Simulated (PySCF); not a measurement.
PySCF input (B3PW91/6-31G* (5d)):

```python
from pyscf import gto, dft

mol = gto.M(
    atom='''
    O     0.05868076    0.71529811   -0.05163121
    O     0.04226471   -0.60960507   -0.00105923
    H    -0.80756382   -0.84554439    0.42152350
    ''',
    basis='6-31g*',
    charge=0,
    spin=1,
    verbose=4,
)

mf = dft.UKS(mol, xc='b3pw91')
mf.grids.level = 3
mf.conv_tol = 1e-9
mf.max_cycle = 100
mf.max_memory = 1500
mf.kernel()
if not mf.converged:
    mf = mf.newton()
    mf.kernel(mf.make_rdm1())
mo, _, stable, _ = mf.stability(return_status=True)
if not stable:
    mf.kernel(mf.make_rdm1(mo, mf.mo_occ))
    stable = mf.stability(return_status=True)[2]
mf.dip_moment()
```

From the last part of the output:

```
  HOMO = -0.270783209413  LUMO = -0.111366745717  gap/eV = 4.33794
cycle= 5 E= -150.838172655311  delta_E= -0.000475  |g|= 0.00931  |ddm|= 0.0228
  alpha nocc = 9  HOMO = -0.291584954202554  LUMO = 0.0585324793731643
  beta  nocc = 8  HOMO = -0.27261923717431  LUMO = -0.111719470349418
  HOMO = -0.272619237174  LUMO = -0.111719470349  gap/eV = 4.37831
cycle= 6 E= -150.83822083839  delta_E= -4.82e-05  |g|= 0.00273  |ddm|= 0.00896
  alpha nocc = 9  HOMO = -0.292044121833103  LUMO = 0.058628397964724
  beta  nocc = 8  HOMO = -0.272754635209899  LUMO = -0.11152169089289
  HOMO = -0.27275463521  LUMO = -0.111521690893  gap/eV = 4.38737
cycle= 7 E= -150.838226632371  delta_E= -5.79e-06  |g|= 0.000442  |ddm|= 0.00423
  alpha nocc = 9  HOMO = -0.292130988571599  LUMO = 0.058705995089658
  beta  nocc = 8  HOMO = -0.272800576157417  LUMO = -0.111530475262422
  HOMO = -0.272800576157  LUMO = -0.111530475262  gap/eV = 4.38838
cycle= 8 E= -150.838226813369  delta_E= -1.81e-07  |g|= 7.99e-05  |ddm|= 0.000769
  alpha nocc = 9  HOMO = -0.292133599124585  LUMO = 0.0586974249373076
  beta  nocc = 8  HOMO = -0.272806121879799  LUMO = -0.11153622016595
  HOMO = -0.27280612188  LUMO = -0.111536220166  gap/eV = 4.38838
cycle= 9 E= -150.838226822662  delta_E= -9.29e-09  |g|= 2.21e-05  |ddm|= 0.000174
  alpha nocc = 9  HOMO = -0.292130789203567  LUMO = 0.0587001141356462
  beta  nocc = 8  HOMO = -0.272804401419927  LUMO = -0.111534299996196
  HOMO = -0.27280440142  LUMO = -0.111534299996  gap/eV = 4.38838
cycle= 10 E= -150.838226823359  delta_E= -6.97e-10  |g|= 6.16e-06  |ddm|= 5.36e-05
  alpha nocc = 9  HOMO = -0.292130695476955  LUMO = 0.0586995652812905
  beta  nocc = 8  HOMO = -0.272804139654113  LUMO = -0.111534456670105
  HOMO = -0.272804139654  LUMO = -0.11153445667  gap/eV = 4.38837
Extra cycle  E= -150.838226823391  delta_E= -3.13e-11  |g|= 4.78e-06  |ddm|= 1.15e-05
converged SCF energy = -150.838226823391  <S^2> = 0.75265706  2S+1 = 2.0026553
uhf_internal: lowest eigs of H = [0.0735178  0.4352171  0.44549849]
<class 'pyscf.dft.uks.UKS'> wavefunction is stable in the internal stability analysis
Dipole moment(X, Y, Z, Debye): -1.64350, -1.35897,  0.84624
```
